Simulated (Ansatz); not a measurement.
# AlSi (doublet): from Hartree-Fock to the top rungs at distance Si1–Al2 = 4.547 Å, cc-pVDZ

How much of the correlation energy of AlSi (doublet) does each wave-function method recover here?

Method: cc-pVDZ, core rule «outside noble gas», up to 10 orbitals frozen; program: Ansatz 0.2.0, Gaussian basis.

To be run: UHF; CCSD(T) on ROHF; CCSD(T) on UHF; BCCD(T) on ROHF; CISD; CCSDT(Q) on ROHF; CCSDT(Q) on UHF; CASSCF and MRCISD+Q, 3 electrons in 3 orbitals; CASSCF and NEVPT2, 3 electrons in 3 orbitals; CASSCF and MRCISD+Q, 7 electrons in 8 orbitals; CASSCF and MRCISD+Q(relaxed), 7 electrons in 8 orbitals; CASSCF and NEVPT2, 7 electrons in 8 orbitals; Full CI.

30 further runs of the same task are left out: 6 for a known fault of the program, 17 that didn't finish, 7 set aside as unsound or not needed.

## (1) What is computed

The geometry derives from a PBE0/def2-TZVP stationary point (not a proven minimum). One bond is set to the value named and the two fragments are kept rigid.

2 atoms, charge 0, spin multiplicity 2.

Atoms are counted from 1 here; the program's logs count them from 0.

No contacts short enough for the rule that draws bonds.

## (2) UHF

File in.yaml:

```yaml
crystal:
  periodic: [false, false, false]
  atoms:
    - {symbol: Si, position_ang: [0.000000, 0.000000, 0.000000]}
    - {symbol: Al, position_ang: [0.000000, 0.000000, 4.547000]}
basis:
  gaussian: {orbitals: cc-pVDZ}
magnetization: {spin_polarized: true, initial_magnetization: 1}
hamiltonian: {xc: hf}
output: {orbitals: {seedname: orbitals}}
```

The run is started by

```
$ ansatz run in.yaml --threads 1 --pin off --events-out ev --progress --plain --max-ram 2393MiB
```

After this run come: CCSD(T) on ROHF; CCSD(T) on UHF; BCCD(T) on ROHF; CISD; CCSDT(Q) on ROHF; CCSDT(Q) on UHF; CASSCF and MRCISD+Q, 3 electrons in 3 orbitals; CASSCF and NEVPT2, 3 electrons in 3 orbitals; CASSCF and MRCISD+Q, 7 electrons in 8 orbitals; CASSCF and MRCISD+Q(relaxed), 7 electrons in 8 orbitals; CASSCF and NEVPT2, 7 electrons in 8 orbitals; Full CI.

Before running them: what should the planned runs give, taken together? Wanted: FCI below the RHF energy; RMP2 from FCI; RCCSD from FCI; RCCSD(T) from FCI; RCCSDT(Q) from FCI; NEVPT2 pair from FCI; MRCISD+Q pair from FCI; T1 diagnostic; effectively unpaired electrons.

As calculated:

| quantity | value |
| --- | --- |
| FCI below the RHF energy | -4.8399 eV |
| RMP2 from FCI | +178.7 kJ/mol |
| RCCSD from FCI | +24.1 kJ/mol |
| RCCSD(T) from FCI | +4.5 kJ/mol |
| RCCSDT(Q) from FCI | -0.3 kJ/mol |
| NEVPT2 pair from FCI | +96.4 kJ/mol |
| MRCISD+Q pair from FCI | -7.8 kJ/mol |
| levels within 1 kcal/mol (43 meV) | RCCSDT, RCCSDT(Q) |
| T1 diagnostic | 0.218 |
| effectively unpaired electrons | 2.63 |

RCCSD(T) lands +4.5 kJ/mol from the yardstick (1.0 % of the correlation energy). RCCSDT(Q), MRCISD+Q pair fall below full CI, which methods that aren't variational can do. The occupations show strong static correlation (2.6 unpaired electrons where one determinant has 1). Coupled cluster on one determinant still stays close here. Of the multireference levels listed MRCISD+Q pair comes nearest in total energy (-7.8 kJ/mol), which doesn't show that its space is the better one. These misses are within one basis, not against nature.
